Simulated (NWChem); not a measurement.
System: ethylamine (C2H7N); SMILES NCC

```xyz
10

C      0.2571    -1.2343    -0.0367
C     -0.5506     0.0489     0.0217
N      0.3151     1.2090    -0.0768
H     -0.3946    -2.1209    -0.0138
H      0.8637    -1.2647    -0.9543
H      0.9463    -1.3085     0.8212
H     -1.1887     0.0307     0.9329
H     -1.2496     0.0726    -0.8321
H     -0.2323     2.0670    -0.0657
H      0.9301     1.2564     0.7345
```
Atoms are numbered in this order, from 1.

The geometry was optimised at PBE0/def2-SVP. B3LYP is NWChem's, with the RPA form of VWN correlation.

 Unshifted, non-relativistic core excitations; the lowest 4 roots alone, so stronger bands may lie above.

List the first N K-edge excitations from B3LYP/6-311G** (spherical d), restricted-window TDA (NWChem).


| state | energy (eV) | dipole oscillator strength | leading excitation (squared amplitude) |
|---|---|---|---|
| S1 | 388.3 | 0.0077 | 1s of atom 3 or its equivalents → LUMO (0.93) |
| S2 | 389.3 | 0.0191 | 1s of atom 3 or its equivalents → LUMO+2 (0.83) |
| S3 | 389.5 | 0.0034 | 1s of atom 3 or its equivalents → LUMO+1 (0.86) |
| S4 | 390.3 | 0.0002 | 1s of atom 3 or its equivalents → LUMO+3 (0.96) |
